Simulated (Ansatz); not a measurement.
**Cs₂AgBiBr₆ (Fm-3m, No. 225)**

These are PBEsol (PAW; Ansatz, an electronic-structure program) values and carry that method's errors.

Numerical settings: plane-wave cutoff 520 eV, 6×6×6 k mesh, Fermi–Dirac smearing 0.01 eV, no spin polarisation, scalar-relativistic PAW data made under PBE.

Cell: relaxed at this level.

For Cs₂AgBiBr₆ (Fm-3m, No. 225), the band gap is 1.10 eV (on the SCF k mesh) and the Γ–Γ gap is 2.69 eV. The lattice parameter a is 11.187 Å.

Spin–orbit coupling is not included; with these elements it can move the gap by several tenths of an eV or more.

Computed values are for the static lattice.
